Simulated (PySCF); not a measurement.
**C4H9F: core ionisation energies**

Compound: 1-fluorobutane, C4H9F.
SMILES with atom numbers: `[CH3:1][CH2:2][CH2:3][CH2:4][F:5]`

Level of theory: delta-SCF UKS SCAN, pcX-2 on the ionised atom, pcseg-1 elsewhere, spin-free X2C (PySCF 2.14.0). Vertical ΔSCF values, vacuum level as zero.

Task: Give the core binding energies atom by atom.

Result: 
| atom(s) | environment | level | binding energy (eV) | above the level's lowest (eV) | count |
| --- | --- | --- | --- | --- | --- |
| C1 | methyl carbon | C 1s | 290.56 | 0.00 | 1 |
| C2 | chain CH2 carbon | C 1s | 290.59 | +0.03 | 1 |
| C3 | chain CH2 carbon | C 1s | 290.77 | +0.21 | 1 |
| C4 | sp3 C–F carbon | C 1s | 292.93 | +2.37 | 1 |
| F5 | alkyl fluorine | F 1s | 692.23 | 0.00 | 1 |

The listed C 1s values span 2.37 eV, from C1 (bonded to C and 3 H) to C4 (bonded to F, C and 2 H). Summing the Pauling electronegativity differences to the bonded atoms, each weighted by its formal bond order, gives -1.05 for the lowest site and +0.73 for the highest; no listed site has a larger sum than the highest. The values 290.56 and 290.59 eV lie too close for their order to be trusted.

Task: Which photon energy gives electrons from C 1s of C3 a kinetic energy of 50 eV, and what is their de Broglie wavelength?

Result: hν = 290.77 + 50 = 340.77 eV, recoil neglected; λ = 12.264 Å/√(E/eV) = 1.73 Å.

Task: Which photon wavelength matches the C 1s of C3 threshold?

Result: λ = hc/E = 12398.42 eV Å / 290.77 eV = 42.640 Å.

Geometry: GFN2-xTB, one conformer, isolated molecule.

The run took 38 s wall on Arm Neoverse V1, one thread, on a shared host.

The values belong to the conformer `[CH3:1][CH2:2][CH2:3][CH2:4][F:5]`: C1–C2–C3–C4 180°, C2–C3–C4–F5 -66°.
